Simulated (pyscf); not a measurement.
Thermochemistry of product channels of H₂C=NH + acetylene (HC≡CH) on the singlet surface, in kcal/mol, from CCSD(T)/def2-TZVPP + ΔMP2(QZVPP) energies (ideal gas, 1 atm, RRHO with modes under 100 cm⁻¹ raised to 100, one conformer, R ln 2 for rigid chiral ones). PySCF, gas phase, ωB97X-D3(BJ)/def2-SVP geometries. MP2 and CC: frozen core, UHF for open shells. ΔMP2 is the change of the MP2 total energy from the triple- to the quadruple-zeta basis.

```tsv
products	ΔE	ΔH(298 K)	ΔG(298 K)	ΔG(900 K)
H₂C=CH–CH=NH	___	-41.9	-31.5	-10.3
H₂C=CH–N=CH₂	-36.5	-34.0	-23.9	___
```

Problem. Fill in the missing entries.

Solution. 
- H₂C=CH–CH=NH, ΔE: -45.0
- H₂C=CH–N=CH₂, ΔG(900 K): -3.3

The channel to H₂C=CH–N=CH₂ turns unfavourable between 298 and 1200 K (ΔG from -23.9 kcal/mol to +6.8 kcal/mol).

These are energies of the channels, which say nothing of barriers. H₂C=CH–CH=NH lies 21.4 kcal/mol over its isomer H₃C–CH₂–C≡N, and others may lie lower still (electronic energy, ωB97M-D3(BJ)). H₂C=CH–N=CH₂ lies 29.2 kcal/mol over its isomer H₃C–CH₂–C≡N, and others may lie lower still (electronic energy, ωB97M-D3(BJ)). The CCSD(T) − MP2 part came from Ansatz, without density fitting, on the same reference.
